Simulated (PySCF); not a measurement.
## Oxygen: a sound run and one with changed settings

Sound run: O [He] 2s2 2p4, O⁺ [He] 2s2 2p3. All numbers are calculated (PySCF 2.14, no relativity, point nucleus, in def2-SVP). In the sound run the correlated levels freeze 1s2. The sound run starts from symmetry-adapted Hartree-Fock orbitals and uses a fine grid where one is needed.

Changed run: a valence shell is frozen. This setting is unsound on purpose.

```tsv
species	method	sound run (hartree)	changed run (hartree)	converged
O	MP2	-74.82140	-74.76943	yes
O	CCSD(T)	-74.83747	-74.77687	yes
O⁺	MP2	-74.34500	-74.29260	yes
O⁺	CCSD(T)	-74.36051	-74.29596	yes
```

Ionisation energy of O:

```json
{"method": "UHF", "sound run (eV)": "12.083", "changed run (eV)": "12.083"}
{"method": "MP2", "sound run (eV)": "12.963", "changed run (eV)": "12.975"}
{"method": "SCS-MP2", "sound run (eV)": "12.985", "changed run (eV)": "13.103"}
{"method": "CCSD", "sound run (eV)": "12.972", "changed run (eV)": "13.082"}
{"method": "CCSD(T)", "sound run (eV)": "12.979", "changed run (eV)": "13.086"}
```

Freezing a valence shell removes pair correlation that changes on ionisation.

For comparison, NIST gives 13.618 eV between the lowest levels.
